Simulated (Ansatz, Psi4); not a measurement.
Energy of full hydrogenation, enthalpy at 298 K: 6 cases among boron compounds, in kcal/mol, species as SMILES. Each species takes up H2 until only one-heavy-atom hydrides (CH4, NH3, H2O, HF, SiH4 and the like) are left. Terms: frozen cores in correlated levels; 6-311+G** with 5d, 6d on Na to Ar in Ansatz (a first-principles code); 6-31G* and kin with 6d, 5d where marked; non-relativistic; no spin-orbit coupling; no dispersion term unless named. CBS marks a two-point X^-3 extrapolation of the correlation energy; Hartree-Fock from the larger set. [CCSD(T)-MP2]/basis is that difference in the basis named. Ab initio and DFT rows: single points at B3LYP-D3(BJ) geometries (Ansatz), with unscaled harmonic terms from B3LYP/6-31G* (Ansatz) at its own minima.

Coupled cluster (Ansatz) is a level with limits of its own, used here on species with T1 under 0.025 (0.045 for open shells) and stable references: (a) RI-MP2/CBS(aug-cc-pV(T+d)Z,aug-cc-pV(Q+d)Z)+[CCSD(T)-MP2]/aug-cc-pV(T+d)Z; (b) CCSD(T)/CBS(aug-cc-pV(T+d)Z,aug-cc-pV(Q+d)Z); (c) CCSD(T)/CBS(cc-pV(T+d)Z,cc-pV(Q+d)Z); (d) CCSD(T)/CBS(def2-TZVPPD,def2-QZVPPD).

```tsv
species	atoms	coupled cluster	difference of HF/6-31G* (Ansatz)	difference of SVWN5/6-31G* (Ansatz)	difference of wB97X-D/6-311+G** (Psi4)	difference of MP2/STO-3G (Ansatz)	difference of PBE/def2-TZVPD (Ansatz)	difference of B3LYP/def2-TZVPD (Ansatz)
O=BCl	3	31.3 (b)	-5.1	12.9	-3.6	60.9	3.4	1.3
O=BF	3	39.0 (b)	2.9	22.1	-5.7	72.2	2.7	3.0
B(F)(F)F	4	99.6 (c)	17.6	45.6	-12.7	78.8	-1.5	0.4
NB(F)F	6	93.0 (a)	10.0	37.7	-6.7	60.3	0.7	1.3
BN (BNH4)	6	33.3 (d)	-5.4	9.4	-0.5	17.8	2.0	0.1
BB (B2H4)	6	-0.9 (d)	-9.2	6.6	0.9	-1.4	5.5	0.8
```

```json
[
 {"level": "HF/6-31G* (Ansatz)", "cases": "6", "mean signed difference": "1.80", "mean absolute difference": "8.37", "median absolute difference": "7.30", "largest absolute difference": "17.6"},
 {"level": "SVWN5/6-31G* (Ansatz)", "cases": "6", "mean signed difference": "22.38", "mean absolute difference": "22.38", "median absolute difference": "17.50", "largest absolute difference": "45.6"},
 {"level": "wB97X-D/6-311+G** (Psi4)", "cases": "6", "mean signed difference": "-4.72", "mean absolute difference": "5.02", "median absolute difference": "4.65", "largest absolute difference": "12.7"},
 {"level": "MP2/STO-3G (Ansatz)", "cases": "6", "mean signed difference": "48.10", "mean absolute difference": "48.57", "median absolute difference": "60.60", "largest absolute difference": "78.8"},
 {"level": "PBE/def2-TZVPD (Ansatz)", "cases": "6", "mean signed difference": "2.13", "mean absolute difference": "2.63", "median absolute difference": "2.35", "largest absolute difference": "5.5"},
 {"level": "B3LYP/def2-TZVPD (Ansatz)", "cases": "6", "mean signed difference": "1.15", "mean absolute difference": "1.15", "median absolute difference": "1.05", "largest absolute difference": "3.0"}
]
```

HF/6-31G* lies above in 3 of 6 cases and within 2 kcal/mol in 0; mean signed difference 1.80 kcal/mol, mean absolute 8.37 kcal/mol (8.53 over the 3 cases of up to 4 atoms, 8.20 over the larger). These figures hold for the species listed.

How the rows were picked: cases drawn at random among the computed members of the class with clean coupled-cluster diagnostics. The batch they came from held 8 cases of this property in the class: 0 with a tabulated value, 8 with clean coupled cluster alone, 0 with neither, which enter no statistics. The levels are drawn from those run on every case listed, the commonest habits more often. No case is left out for the size of its miss. Left out are saddle points of the reference geometry, anions that the best level run finds unbound, excited spin states, species near biochemistry, 298 K rows of species without real B3LYP wavenumbers, cases with under five habitual levels, runs that failed or that the program found above a lower state of the same kind, table entries that another table contradicts, and a share of species set aside by lot.
